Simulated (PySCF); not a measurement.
Molecular orbitals of LiC

M06-2X at R = 1.879 Å; basis Li x2c-TZVPPall, C x2c-TZVPPall; spin-free X2C with a Gaussian nucleus; PySCF 2.14. State: ⁴Σ⁻ (quartet), unpaired electrons σ ↑, π ↑↑. Only the outer orbitals are listed, counted within each symmetry.

```json
{"spin": "α", "orbital": "2σ", "occ.": "1", "ε (eV)": "-59.58", "on Li (%)": "100", "main shells (%)": "100 Li s"}
{"spin": "α", "orbital": "3σ", "occ.": "1", "ε (eV)": "-16.10", "on Li (%)": "1", "main shells (%)": "98 C s"}
{"spin": "α", "orbital": "4σ", "occ.": "1", "ε (eV)": "-6.85", "on Li (%)": "5", "main shells (%)": "94 C p"}
{"spin": "α", "orbital": "1π", "occ.": "1", "ε (eV)": "-6.21", "on Li (%)": "9", "main shells (%)": "90 C p"}
{"spin": "α", "orbital": "1π", "occ.": "1", "ε (eV)": "-6.21", "on Li (%)": "9", "main shells (%)": "90 C p"}
{"spin": "α", "orbital": "5σ", "occ.": "0", "ε (eV)": "-0.96", "on Li (%)": "92", "main shells (%)": "56 Li s, 36 Li p"}
{"spin": "α", "orbital": "2π", "occ.": "0", "ε (eV)": "1.90", "on Li (%)": "98", "main shells (%)": "98 Li p"}
{"spin": "α", "orbital": "2π", "occ.": "0", "ε (eV)": "1.90", "on Li (%)": "98", "main shells (%)": "98 Li p"}
{"spin": "β", "orbital": "2σ", "occ.": "1", "ε (eV)": "-59.51", "on Li (%)": "100", "main shells (%)": "100 Li s"}
{"spin": "β", "orbital": "3σ", "occ.": "1", "ε (eV)": "-11.69", "on Li (%)": "5", "main shells (%)": "93 C s"}
{"spin": "β", "orbital": "4σ", "occ.": "0", "ε (eV)": "-1.50", "on Li (%)": "108", "main shells (%)": "108 Li s"}
{"spin": "β", "orbital": "1π", "occ.": "0", "ε (eV)": "-0.68", "on Li (%)": "69", "main shells (%)": "68 Li p, 32 C p"}
{"spin": "β", "orbital": "1π", "occ.": "0", "ε (eV)": "-0.68", "on Li (%)": "69", "main shells (%)": "68 Li p, 32 C p"}
```

Q: Which are the highest filled and the lowest empty level, where do they sit, and how wide is the gap?

A: Highest filled α 1π at -6.21 eV (in %: 90 C p); lowest empty β 4σ at -1.50 eV (in %: 108 Li s); the gap at M06-2X is 4.71 eV.

| Item | Value |
| --- | --- |
| bond order (Mayer) | 0.56 |
| ⟨S²⟩ | 3.754 |
| charge on Li (Mulliken, basis-dependent) | 0.70 |
| charge on Li (Löwdin, basis-dependent) | 0.27 |
| dipole moment (positive dipole means Li(−)C(+)) | -6.42 D |

Shares are Mulliken populations and can fall outside 0 to 100 %.

The state is the lowest determinant that a PBE0 search found; another state may lie lower at other levels.
